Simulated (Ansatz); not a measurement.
We consider rock-salt TiN, described by PBE-D3(BJ) in Ansatz (PAW).

Settings: plane-wave cutoff 520 eV, 16×16×16 k mesh, Fermi–Dirac smearing 0.1 eV, perturbation theory, no spin polarisation, scalar-relativistic PAW data made under PBE.

Computed at the level's own relaxed cell.

Problem. Estimate the zone-centre TO phonon frequency that the calculation returns.

Solution. 
- zone-centre TO phonon frequency = 536 cm⁻¹

Note: the dispersion coefficients are held fixed in the derivatives.

Computing time: very roughly 13 core-minutes.

Ansatz is an electronic-structure program.
